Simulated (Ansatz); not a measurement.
**AlH₂ (quartet): wave-function methods side by side, def2-TZVPP**

An exercise on one series of results from a longer session: the logs are not shown, and one member is left open.

Method: def2-TZVPP, core rule «outside noble gas», up to 5 orbitals frozen; program: Ansatz 0.2.0, Gaussian basis.

Plan: UHF; ROHF; CCSD(T) on UHF.

2 further runs of the same task are left out: 2 set aside as unsound or not needed.

### The geometry

The geometry is a PBE0/def2-TZVP stationary point (not a proven minimum) of the parent state, kept for this charge and spin.

3 atoms, charge 0, spin multiplicity 4.

Atoms are counted from 1 here; the program's logs count them from 0.

Bond lengths: Al1–H2 1.722 Å, Al1–H3 1.722 Å. Angles: H2–Al1–H3 63.0°.

Set-up of the first run:

in.yaml reads:

```yaml
crystal:
  periodic: [false, false, false]
  atoms:
    - {symbol: Al, position_ang: [0.000000, 0.000000, -0.102095]}
    - {symbol: H, position_ang: [0.000000, 0.899579, 1.366496]}
    - {symbol: H, position_ang: [0.000000, -0.899579, 1.366496]}
basis:
  gaussian: {orbitals: def2-TZVPP}
magnetization: {spin_polarized: true, initial_magnetization: 3}
hamiltonian: {xc: hf}
output: {orbitals: {seedname: orbitals}}
```

The run is started by

```sh
$ ansatz run in.yaml --threads 1 --pin off --events-out ev --progress --plain --max-ram 4096MiB --backend cpu
```

Among the steps run: UHF; ROHF; CCSD(T) on UHF.

One table of the session follows, with a row left open; its other results are not shown here.

```
  method  from UCCSD(T) (meV)
    ROHF                    ?
     UHF              +2039.1
    UMP2               +571.1
   UCCSD                +63.5
UCCSD(T)                    0
```

Estimate the missing values for ROHF.

The run gave: from UCCSD(T) (meV): +2220.5. In the column «from UCCSD(T) (meV)» it is the highest.
